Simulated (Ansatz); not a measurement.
# Ligand exchange: MgH(CH3) + C3H7Cl → MgHCl + C4H10

Species: MgH(CH3), singlet; C3H7Cl (2-chloropropane) `CC(C)Cl`, singlet; MgHCl `[MgH][Cl]`, singlet; C4H10 (isobutane) `CC(C)C`, singlet. The partners trade CH3 for Cl: Mg–CH3 and C–Cl bonds give way to Mg–Cl and C–CH3.

Shapes, held fixed at every level: PBE0-D4/def2-TZVP. Programs: Ansatz 0.2.0. The zero-point and thermal change to 298 K, harmonic and unscaled (PBE0-D4/def2-TZVP), is +9.5 kJ/mol.

**Question.** Estimate ΔH(298 K) of this reaction.

**Answer.** The highest level, CCSD(T)/def2-TZVPP, gives ΔH(298 K) = -217.6 kJ/mol; the levels span -261.0 to -217.6. The column of differences is taken from that level and isn't an error. No measured value is set beside it here. Correlated rows may include outer-core shells of Mg, which these sets cover unevenly.

```csv
level,kind,ΔH(298 K) (kJ/mol),less CCSD(T)/def2-TZVPP
HF/def2-SVP,Hartree–Fock,-261.0,-43.4
HF/def2-TZVPP,Hartree–Fock,-241.8,-24.2
BHLYP-D4/def2-TZVPP,global hybrid,-227.3,-9.7
r2SCAN0-D4/def2-TZVPP,global hybrid,-225.2,-7.6
MP2/def2-TZVPP,perturbation theory,-220.3,-2.7
CCSD/def2-SVP,coupled cluster or CI,-244.8,-27.2
CCSD/def2-TZVPP,coupled cluster or CI,-222.5,-4.9
CCSD(T)/def2-TZVPP,coupled cluster or CI,-217.6,0.0
```
